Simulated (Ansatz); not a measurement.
Consider Cu in the fcc (Cu type) structure (space group Fm-3m, No. 225; a = 3.629 Å).

Method: Ansatz (a program for electronic structure) PBE, no spin-orbit coupling, earlier PAW set.

One thing is altered: every Cu is replaced by Ni; the structure is relaxed again.

Measured lattice parameter a: Cu 3.595 Å (static lattice; corrected from measurement; as listed in Gábor I. Csonka et al., Physical Review B (2009)); Ni 3.508 Å (static lattice; corrected from measurement; as listed in Daniel Mejia-Rodriguez, S. B. Trickey, Phys. Rev. B (2018)).

Problem. How well does PBE reproduce the measured shift?

Solution. With PBE the lattice parameter a moves by -0.110 Å (3.629 → 3.519) against -0.087 Å measured.

The magnetic state is the one reached from the starting moments; the real material's order can differ, and small cells can't hold many antiferromagnetic ones. Stability against distortions was not tested. Spin-polarised in the final run: Ni; the other runs are not.
